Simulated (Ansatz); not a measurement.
The same path of C₄H₈FN (14 atoms, charge 0, multiplicity 1) was run twice with different band settings. The coordinate that changes most is the dihedral H9–C1–C2–C3.

These are results of RKS BLYP-D4/6-31G* in Ansatz 0.2.0, not measurements.

Relaxed end points:

```xyz
14
Properties=species:S:1:pos:R:3
C -0.832 -0.764 1.396
C -0.084 -0.146 0.234
C 1.392 -0.471 0.121
C -0.699 0.690 -0.630
N -0.163 1.502 -1.642
F -2.051 0.914 -0.537
H -0.381 -0.472 2.365
H -0.792 -1.869 1.353
H -1.888 -0.461 1.410
H 1.821 -0.221 -0.865
H 1.561 -1.552 0.279
H 1.996 0.057 0.885
H 0.821 1.305 -1.833
H -0.713 1.460 -2.508
```

```xyz
14
Properties=species:S:1:pos:R:3
C -0.828 -0.748 1.406
C -0.090 -0.156 0.225
C 1.223 -0.808 -0.156
C -0.564 0.929 -0.425
N 0.040 1.738 -1.401
F -1.791 1.455 -0.095
H -1.757 -0.203 1.623
H -0.201 -0.732 2.319
H -1.088 -1.809 1.224
H 1.589 -0.508 -1.154
H 1.115 -1.909 -0.174
H 2.028 -0.582 0.570
H 0.911 1.345 -1.761
H -0.599 1.961 -2.172
```

Common settings: movable images 7; climbing image yes; spring 5.0 eV/Å²; optimiser quadratic models (default); start path IDPP; iteration limit 60; end points relaxed.

| run | force threshold |
| --- | --- |
| 1 | 0.05 eV/Å |
| 2 | 0.5 eV/Å |

**Question.** What does each run give, and how far can it be trusted?

**Answer.** Run 1: converged after 4 iterations, highest image 0.063 eV above the first end. A vibrational analysis at the climbing image gives one clearly imaginary mode, 153i cm⁻¹: a first-order saddle point.
Run 2: converged after 2 iterations, highest image 0.067 eV above the first end. The threshold of 0.5 eV/Å is loose, so the images may lie well off the minimum-energy path. The order of the stationary point at the top wasn't checked.
